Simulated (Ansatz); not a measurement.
This geometry of AlH4N + H3P (10 atoms, charge 0, multiplicity 1) is a first-order saddle point.

Theory: RKS BLYP/6-31G* (Ansatz 0.2.0).

```xyz
10
Properties=species:S:1:pos:R:3
Al -0.144 0.318 -0.080
H -0.450 -0.149 1.571
H 1.408 0.254 -0.376
N -1.499 -0.301 -1.095
H -2.381 -0.629 -0.699
H -1.655 0.019 -2.053
P -0.438 2.694 0.844
H -1.608 2.742 1.672
H 0.500 2.854 1.917
H -0.496 0.939 1.527
```

(1) Which two structures does it join? (They come from a converged band through this point; their orientation in space is the band's.)

(2) How far does it lie above each of them?

Results:

(1) Bonds broken: Al1–H2, P7–H10. Bonds formed: Al1–P7, H2–H10. AlH4N + H3P becomes AlH5NP + H2.

Image 0:

```xyz
10
Properties=species:S:1:pos:R:3
Al -0.236 -0.441 -0.041
H -0.452 -0.981 1.443
H 1.138 0.119 -0.624
N -1.644 -0.491 -1.152
H -2.573 -0.834 -0.902
H -1.632 -0.183 -2.125
P -0.329 3.427 1.893
H -1.332 3.001 0.954
H -0.449 2.230 2.679
H 0.746 2.893 1.103
```

Image 6:

```xyz
10
Properties=species:S:1:pos:R:3
Al -0.304 1.060 -0.800
H 0.325 -1.042 3.498
H 1.157 0.508 -1.127
N -1.692 0.025 -1.272
H -1.592 -0.887 -1.722
H -2.680 0.237 -1.125
P -0.682 3.237 0.052
H -1.812 2.861 0.860
H 0.260 3.077 1.128
H 0.256 -0.335 3.736
```

(2) 115.4 kJ/mol above the first and 135.0 kJ/mol above the second. This is the barrier of this one path; another mechanism may lie lower. The orbitals stay closed-shell, which can raise the energy where a bond breaks towards radicals; this wasn't checked here.

Run time: 3.6 min on 2 threads of Intel(R) Xeon(R) Platinum 8259CL CPU @ 2.50GHz (Skylake/Cascade Lake) (shared host), peak memory 0.14 GiB.
